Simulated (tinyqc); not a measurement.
Worked calculation: Hueckel theory of the pi electrons with the omega technique, for the molecule C=CC=CC=C (SMILES; centres numbered as the heavy atoms are written). One step of it, computed by the program tinyqc.

Problem. Orbitals, round 1. Diagonalise; E = alpha + x beta with beta < 0, so the largest x are filled first; degenerate levels share their electrons. P = sum n_i c_ri c_si; each orbital has its largest coefficient positive (the first on a tie).

Hueckel matrix in units of beta (H = alpha + beta A), order 1C, 2C, 3C, 4C, 5C, 6C:
$$\begin{pmatrix}
0.000000 & 1.000000 & 0.000000 & 0.000000 & 0.000000 & 0.000000 \\
1.000000 & 0.000000 & 1.000000 & 0.000000 & 0.000000 & 0.000000 \\
0.000000 & 1.000000 & 0.000000 & 1.000000 & 0.000000 & 0.000000 \\
0.000000 & 0.000000 & 1.000000 & 0.000000 & 1.000000 & 0.000000 \\
0.000000 & 0.000000 & 0.000000 & 1.000000 & 0.000000 & 1.000000 \\
0.000000 & 0.000000 & 0.000000 & 0.000000 & 1.000000 & 0.000000
\end{pmatrix}$$

pi electrons, sum of z_r less the charge = 6

Give: x values; occupations; coefficients; charge and bond-order matrix P.

Solution.

x values: [1.8019, 1.2470, 0.4450, -0.4450, -1.2470, -1.8019]

occupations: [2.0000, 2.0000, 2.0000, 0.0000, 0.0000, 0.0000]

coefficients, order 1C, 2C, 3C, 4C, 5C, 6C:
$$\begin{pmatrix}
0.2319 & 0.4179 & 0.5211 & 0.5211 & -0.4179 & 0.2319 \\
0.4179 & 0.5211 & 0.2319 & -0.2319 & 0.5211 & -0.4179 \\
0.5211 & 0.2319 & -0.4179 & -0.4179 & -0.2319 & 0.5211 \\
0.5211 & -0.2319 & -0.4179 & 0.4179 & -0.2319 & -0.5211 \\
0.4179 & -0.5211 & 0.2319 & 0.2319 & 0.5211 & 0.4179 \\
0.2319 & -0.4179 & 0.5211 & -0.5211 & -0.4179 & -0.2319
\end{pmatrix}$$

charge and bond-order matrix P, order 1C, 2C, 3C, 4C, 5C, 6C:
$$\begin{pmatrix}
1.0000 & 0.8711 & 0.0000 & -0.3877 & 0.0000 & 0.3014 \\
0.8711 & 1.0000 & 0.4834 & 0.0000 & -0.0863 & 0.0000 \\
0.0000 & 0.4834 & 1.0000 & 0.7849 & 0.0000 & -0.3877 \\
-0.3877 & 0.0000 & 0.7849 & 1.0000 & 0.4834 & 0.0000 \\
0.0000 & -0.0863 & 0.0000 & 0.4834 & 1.0000 & 0.8711 \\
0.3014 & 0.0000 & -0.3877 & 0.0000 & 0.8711 & 1.0000
\end{pmatrix}$$
